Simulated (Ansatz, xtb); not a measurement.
# Two structures of AlH6PSi+

We compare I, a doublet given by its coordinates, with II, a doublet given by its coordinates. Both are isolated ions in the gas phase, relaxed with PBE0-D3(BJ)/def2-SVP.

I (Å):

```yaml
atoms:
  - { symbol: Al, position_ang: [-0.2644, -0.2740, 1.8369] }
  - { symbol: P, position_ang: [-2.4762, 0.0163, 0.7759] }
  - { symbol: Si, position_ang: [0.7780, -2.1276, 0.8618] }
  - { symbol: H, position_ang: [-0.0854, 0.8525, 2.9123] }
  - { symbol: H, position_ang: [0.0917, -2.8977, -0.2096] }
  - { symbol: H, position_ang: [2.1269, -2.6097, 1.2497] }
  - { symbol: H, position_ang: [-2.8237, -0.9161, -0.2287] }
  - { symbol: H, position_ang: [-2.6731, 1.2629, 0.1352] }
  - { symbol: H, position_ang: [-3.5774, -0.0464, 1.6630] }
```

Close contacts (Å): Al1–P2 2.47, Al1–Si3 2.34, Al1–H4 1.57, P2–H7 1.41, P2–H8 1.42, P2–H9 1.42, Si3–H5 1.49, Si3–H6 1.48.

II (Å):

```yaml
atoms:
  - { symbol: Al, position_ang: [-0.1006, -0.2857, -0.1819] }
  - { symbol: P, position_ang: [-2.6624, -0.1652, 0.0276] }
  - { symbol: Si, position_ang: [0.6890, -1.4562, 1.8746] }
  - { symbol: H, position_ang: [0.2270, -0.5967, 3.0046] }
  - { symbol: H, position_ang: [2.1675, -1.5937, 1.8163] }
  - { symbol: H, position_ang: [-0.0191, -2.7708, 1.8647] }
  - { symbol: H, position_ang: [-3.3247, -1.0936, -0.8126] }
  - { symbol: H, position_ang: [-3.2357, 1.0586, -0.3940] }
  - { symbol: H, position_ang: [-3.3036, -0.3839, 1.2729] }
```

Close contacts (Å): Al1–P2 2.57, Al1–Si3 2.49, P2–H7 1.42, P2–H8 1.42, P2–H9 1.42, Si3–H4 1.49, Si3–H5 1.49, Si3–H6 1.49.

Problem. Which of the two would you expect CCSD(T)/def2-SVP + ΔMP2/def2-TZVPP electronic energies to favour?

Solution. Structure II; the calculation gives E(II) − E(I) = −13.9 kJ/mol.

How the difference moves with the method:

```csv
level,geometry,E(II) − E(I) (kJ/mol),departure from the last row (kJ/mol),"job, with rough time for the two"
PBE0-D3(BJ)/def2-SVP,PBE0-D3(BJ)/def2-SVP,−14.3,−0.5,"optimisation, 2.6 min"
HF/def2-SVP,PBE0-D3(BJ)/def2-SVP,−16.4,−2.5,part of the CCSD(T) run
MP2/def2-SVP,PBE0-D3(BJ)/def2-SVP,−12.4,+1.4,part of the CCSD(T) run
CCSD(T)/def2-SVP,PBE0-D3(BJ)/def2-SVP,−12.9,+0.9,single point
CCSD(T)/def2-SVP + ΔMP2/def2-TZVPP,PBE0-D3(BJ)/def2-SVP,−13.9,,"single point, 20 s"
```

None of the levels shown reverses the order. The largest departure from CCSD(T)/def2-SVP + ΔMP2/def2-TZVPP is that of HF/def2-SVP, 2.5 kJ/mol. Levels run at GFN2-xTB geometries aren't shown. The last row adds to CCSD(T) the change of the MP2 difference between the two basis sets, here −0.9 kJ/mol.

With harmonic frequencies from PBE0-D3(BJ)/def2-SVP (ideal gas, rigid rotor, one conformer each, 298.15 K, 1 atm): on the last row, ΔE + ΔZPE = −10.6 kJ/mol. A mode under 50 cm⁻¹ makes harmonic enthalpies and free energies unreliable, so none is given.

Open shells are spin-unrestricted. The correlated steps freeze 15 core orbitals. Run with Ansatz 0.2.0; the last row on 2 threads of Intel(R) Xeon(R) Platinum 8259CL CPU @ 2.50GHz (Skylake/Cascade Lake) on a shared host.
